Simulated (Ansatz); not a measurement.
We consider zinc-blende BeTe, described by rVV10 (PAW; Ansatz, a first-principles code).

Settings: plane-wave cutoff 520 eV, 10×10×10 k mesh, Fermi–Dirac smearing 0.01 eV, scalar-relativistic PAW data made under PBE.

Energies at three volumes about the minimum:

```csv
V (Å³/atom),E − E_lowest (meV/atom)
22.495,1.69
22.954,0.00
23.413,1.56
```

Question: Fit a parabola by hand: where is the minimum, what lattice constant follows, and what is the bulk modulus?

Answer: Slopes: (0.00 − 1.69)/(22.954 − 22.495) = -3.682 and (1.56 − 0.00)/(23.413 − 22.954) = 3.399 meV/Å³. Curvature E″ = 2 × (3.399 − (-3.682))/(23.413 − 22.495) = 15.427 meV/Å⁶. From the middle of the first interval, the slope vanishes at V0 = 22.7245 − (-3.682)/15.427 = 22.963 Å³/atom. B = V0 E″ = 22.963 × 15.427 meV/Å³ × 0.1602 GPa per meV/Å³ = 56.8 GPa. With 8 atoms in the cube, a = (8 × 22.963)^(1/3) = 5.685 Å. The full Birch–Murnaghan fit to all volumes gives V0 = 22.956 Å³/atom and B0 = 56.6 GPa.

Measured, for comparison: bulk modulus 67 GPa (room temperature, not corrected to a static lattice; as tabulated in Elmahjoubi et al. (2023), arXiv:2303.01780); lattice constant a 5.626 Å (temperature not stated, not corrected to a static lattice; as tabulated in Bernardini et al. (2000), arXiv:cond-mat/0007180). Computed (rounded) less measured: bulk modulus -16 %.
